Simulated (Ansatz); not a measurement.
A trace of molecular dynamics of H₂Mg (3 atoms, charge 0, multiplicity 1).

The calculation used Ansatz, RKS PBE0-D4/6-31G*.

```
ensemble                      : NVE (velocity Verlet)
starting velocities drawn for : 500 K
seed                          : 452879
```

```tsv
time (fs)	T (K)	potential energy less start (eV)	conserved less start (meV/atom)
0.0	500	0.000	0.00
20.0	464	0.003	-0.58
40.0	435	0.008	0.02
60.0	397	0.018	1.61
80.0	366	0.028	3.69
100.0	328	0.040	5.82
120.0	290	0.050	7.64
140.0	251	0.059	9.08
160.0	208	0.068	10.16
180.0	173	0.075	11.02
200.0	136	0.082	11.77
220.0	113	0.087	12.45
240.0	85	0.093	13.07
260.0	71	0.096	13.55
280.0	50	0.100	13.87
300.0	44	0.101	14.00
320.0	37	0.102	14.02
340.0	47	0.100	13.94
360.0	68	0.097	13.78
380.0	101	0.092	13.47
400.0	145	0.084	12.87
420.0	188	0.076	11.87
440.0	237	0.065	10.31
460.0	275	0.054	8.22
480.0	319	0.041	5.74
```

Q: Can this run be trusted? Judge the integration.

A: The conserved energy wandered by up to 16.3 meV per atom (net 5.7 meV per atom), which is poor conservation. The temperature averaged 0.54 of the 500 K drawn at the start: a run that starts near a minimum puts about half its kinetic energy into the potential. A step of 4 fs is long for free X–H stretches (periods near 10 fs) and can bias their spread and the temperature. A run of 0.48 ps of so small a system gives no equilibrium averages. The time step was 4 fs.

Run time: 31 s on 1 CPU thread of a shared host.
